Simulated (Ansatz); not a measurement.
# CH₆B (doublet): wave-function methods side by side at distance C1–H5 along a hydrogen transfer = 1.329 Å, cc-pVDZ

Aim: climb from Hartree-Fock through coupled cluster and multireference methods for CH₆B (doublet) at one geometry and basis, and see what each rung misses.

Method: cc-pVDZ, core rule «outside noble gas», up to 2 orbitals frozen; program: Ansatz 0.2.0, Gaussian basis.

Plan: UHF; CCSD(T) on ROHF; CCSD(T) on UHF; BCCD(T) on ROHF; CISD; CCSDT(Q) on ROHF; CCSDT(Q) on UHF; CASSCF and MRCISD+Q, 3 electrons in 3 orbitals; CASSCF and NEVPT2, 3 electrons in 3 orbitals; CASSCF and MRCISD+Q, 9 electrons in 9 orbitals; CASSCF and MRCISD+Q(relaxed), 9 electrons in 9 orbitals; CASSCF and NEVPT2, 9 electrons in 9 orbitals.

### Step 1. The system

The geometry derives from fragments relaxed apart (PBE0/def2-TZVP) and kept rigid, so it is no stationary point. A hydrogen atom is moved between rigid fragments.

8 atoms, charge 0, spin multiplicity 2.

Atoms are counted from 1 here; the program's logs count them from 0.

Bond lengths: C1–H2 1.090 Å, C1–H3 1.090 Å, C1–H4 1.090 Å, C1–H5 1.329 Å, H5–B6 1.266 Å, B6–H7 1.191 Å, B6–H8 1.191 Å. Angles: H2–C1–H3 109.5°, H2–C1–H4 109.5°, H2–C1–H5 109.5°, H3–C1–H4 109.5°, H3–C1–H5 109.5°, H4–C1–H5 109.5°, C1–H5–B6 180.0°, H5–B6–H7 115.3°, H5–B6–H8 115.3°, H7–B6–H8 129.4°.

### Step 2. UHF

The input, in.yaml:

```yaml
crystal:
  periodic: [false, false, false]
  atoms:
    - {symbol: C, position_ang: [-1.196885, 0.000000, 0.000000]}
    - {symbol: H, position_ang: [-1.560090, 1.027300, 0.000000]}
    - {symbol: H, position_ang: [-1.560091, -0.513651, 0.889668]}
    - {symbol: H, position_ang: [-1.560090, -0.513650, -0.889669]}
    - {symbol: H, position_ang: [0.132115, 0.000000, 0.000000]}
    - {symbol: B, position_ang: [1.398115, 0.000000, 0.000000]}
    - {symbol: H, position_ang: [1.907188, 0.000000, 1.077009]}
    - {symbol: H, position_ang: [1.907189, 0.000000, -1.077008]}
basis:
  gaussian: {orbitals: cc-pVDZ}
magnetization: {spin_polarized: true, initial_magnetization: 1}
hamiltonian: {xc: hf}
output: {orbitals: {seedname: orbitals}}
```

The run is started by

```sh
$ ansatz run in.yaml --threads 1 --pin off --events-out ev --progress --plain --max-ram 2816MiB --backend cpu
```

The runs that follow: CCSD(T) on ROHF; CCSD(T) on UHF; BCCD(T) on ROHF; CISD; CCSDT(Q) on ROHF; CCSDT(Q) on UHF; CASSCF and MRCISD+Q, 3 electrons in 3 orbitals; CASSCF and NEVPT2, 3 electrons in 3 orbitals; CASSCF and MRCISD+Q, 9 electrons in 9 orbitals; CASSCF and MRCISD+Q(relaxed), 9 electrons in 9 orbitals; CASSCF and NEVPT2, 9 electrons in 9 orbitals.

**Question.** What will the summary of the whole plan be? Wanted: UCCSDT(Q) below the RHF energy; RMP2 from UCCSDT(Q); UMP2 from UCCSDT(Q); RCCSD from UCCSDT(Q); RCCSD(T) from UCCSDT(Q); UCCSD(T) from UCCSDT(Q); RCCSDT(Q) from UCCSDT(Q); NEVPT2 frontier from UCCSDT(Q); MRCISD+Q frontier from UCCSDT(Q).

**Answer**, as computed:

| quantity | value |
| --- | --- |
| UCCSDT(Q) below the RHF energy | -8.1346 eV |
| RMP2 from UCCSDT(Q) | +1364.3 meV |
| UMP2 from UCCSDT(Q) | +1419.3 meV |
| RCCSD from UCCSDT(Q) | +205.8 meV |
| RCCSD(T) from UCCSDT(Q) | +31.5 meV |
| UCCSD(T) from UCCSDT(Q) | +32.8 meV |
| RCCSDT(Q) from UCCSDT(Q) | +0.3 meV |
| NEVPT2 frontier from UCCSDT(Q) | +1382.4 meV |
| MRCISD+Q frontier from UCCSDT(Q) | +24.7 meV |
| MRCISD+Q(relaxed) frontier from UCCSDT(Q) | +8.5 meV |
| levels within 1 kcal/mol (43 meV) | RCCSD(T), UCCSD(T), BCCD(T), RCCSDT, UCCSDT, RCCSDT(Q), MRCISD+Q frontier, MRCISD+Q(relaxed) frontier |
| T1 diagnostic | 0.015 |

**Reading.** RCCSD(T) lands +31.5 meV from the yardstick (0.4 % of the correlation energy). Of the multireference levels listed MRCISD+Q(relaxed) frontier comes nearest in total energy (+8.5 meV), which doesn't show that its space is the better one. These misses are within one basis, not against nature; the frozen cores of restricted and unrestricted runs differ, which can shift their rows.
